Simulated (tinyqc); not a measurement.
Extended Hueckel theory, for H3O+, step by step. The parameters take no account of the charge, which enters only through the electron count. One step of it, computed by the program tinyqc.

Problem. Mulliken analysis. P = C n C^T; charge = valence electrons (O 6, H 1) minus the sum of (P S)_ii on the atom; overlap population = 2 sum P_ij S_ij between two atoms.

coefficients:
```
             MO1        MO2        MO3        MO4        MO5        MO6        MO7
1O 2s   0.736490   0.000073   0.000000   0.015374  -0.000723   0.000000   1.165005
1O 2px  0.000035   0.676278   0.000000  -0.000009  -0.971203   0.000000  -0.001124
1O 2py  0.000000   0.000000   0.676363   0.000000   0.000000   0.971223   0.000000
1O 2pz  0.003054   0.000007   0.000000   0.999657   0.000024   0.000000  -0.042714
2H 1s   0.167104   0.414690   0.000000  -0.005637   0.986019   0.000000  -0.658979
3H 1s   0.167215  -0.207263   0.359047  -0.005632  -0.492190  -0.853679  -0.660649
4H 1s   0.167215  -0.207263  -0.359047  -0.005632  -0.492190   0.853679  -0.660649
```

occupations: 2.000000  2.000000  2.000000  2.000000  0.000000  0.000000  0.000000

overlap S:
```
           1O 2s     1O 2px     1O 2py     1O 2pz      2H 1s      3H 1s      4H 1s
1O 2s   1.000000   0.000000   0.000000   0.000000   0.464184   0.464446   0.464446
1O 2px  0.000000   1.000000   0.000000   0.000000   0.394553  -0.197432  -0.197432
1O 2py  0.000000   0.000000   1.000000   0.000000   0.000000   0.341774  -0.341774
1O 2pz  0.000000   0.000000   0.000000   1.000000  -0.016578  -0.016591  -0.016591
2H 1s   0.464184   0.394553   0.000000  -0.016578   1.000000   0.183216   0.183216
3H 1s   0.464446  -0.197432   0.341774  -0.016591   0.183216   1.000000   0.183415
4H 1s   0.464446  -0.197432  -0.341774  -0.016591   0.183216   0.183415   1.000000
```

Give: charges; Overlap populations.

Solution.

charges: 1O 0.0791, 2H 0.3070, 3H 0.3070, 4H 0.3070

Overlap populations:
```
pair      value
2-1    0.671356
3-1    0.671624
3-2   -0.042488
4-1    0.671624
4-2   -0.042488
4-3   -0.042526
```
